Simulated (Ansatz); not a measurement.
```yaml
crystal:
  periodic: [false, false, false]
  atoms:
    - {symbol: Ag, position_ang: [0.000000, 0.000000, 0.000000]}
    - {symbol: B, position_ang: [0.000000, 0.000000, 2.290000]}
basis:
  gaussian: {orbitals: def2-TZVP}
total_charge: 1
magnetization: {spin_polarized: true, initial_magnetization: 1}
hamiltonian: {xc: pbe0}
relax: {f_tol: 0.004, max_steps: 80}
```

```sh
$ ansatz run in.yaml --threads 1 --pin off --events-out ev --progress --plain --max-ram 2176MiB
```

Steps of the relaxation (energy above the last step; positions in Å, forces in eV/Å):

```
2
step 1, 85.2 meV
Ag    0.000    0.000    0.000    0.000    0.000    0.736
B     0.000    0.000    2.290    0.000    0.000   -0.736
```

```
2
step 2, 13.8 meV
Ag    0.000    0.000    0.062    0.000    0.000    0.366
B     0.000    0.000    2.228    0.000    0.000   -0.366
```

```
2
step 3, 2.0 meV
Ag    0.000    0.000    0.110    0.000    0.000   -0.164
B     0.000    0.000    2.180    0.000    0.000    0.164
```

```
2
step 4, 0.0 meV
Ag    0.000    0.000    0.097    0.000    0.000    0.000
B     0.000    0.000    2.193    0.000    0.000    0.000
```

Close pairs at the end: Ag1–B2 2.095 Å.

A stationary point of unrestricted PBE0 after 4 steps, with ⟨S²⟩ = 0.760 against 0.75 for a pure state. 12 s on 1 thread of Arm Neoverse V1, shared host.
